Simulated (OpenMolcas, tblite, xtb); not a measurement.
## AlBH4S (SMILES B[S][AlH2]): the dipole moment, rung by rung

AlBH4S: 7 atoms, total charge 0, spin state singlet. SMILES: `B[S][AlH2]`. The shape comes from GFN2-xTB, which is rough for such elements, and wasn't checked as a minimum.

Each level gives the dipole moment (D). The values are calculated.

```
                             level            kind     program  value (D)   CPU time
                          GFN2-xTB  semi-empirical      tblite       1.37  under 2 s
                          GFN1-xTB  semi-empirical      tblite       0.94  under 2 s
                         IPEA1-xTB  semi-empirical      tblite       2.12  under 2 s
                          GFN0-xTB  semi-empirical         xtb       1.85  under 2 s
                         HF/STO-3G    Hartree–Fock  OpenMolcas       1.76      3.7 s
                          HF/3-21G    Hartree–Fock  OpenMolcas       2.02      4.2 s
  HF/6-31G** (spherical functions)    Hartree–Fock  OpenMolcas       1.31      9.9 s
                       HF/def2-SVP    Hartree–Fock  OpenMolcas       1.04        8 s
                   SVWN5/def2-TZVP             LDA  OpenMolcas       0.86       81 s
B3LYP/6-31G* (spherical functions)   global hybrid  OpenMolcas       1.01       30 s
```

The values span 0.86 to 2.12 D. Magnitudes only: a small dipole may point the other way at some levels. Sets without polarisation functions give poor dipoles. Without the sets that lack polarisation functions the rows with a basis span only 0.86 to 1.31 D. Times are those of the runs behind each value, whatever else they computed, on shared processors of several kinds: orders of magnitude only.
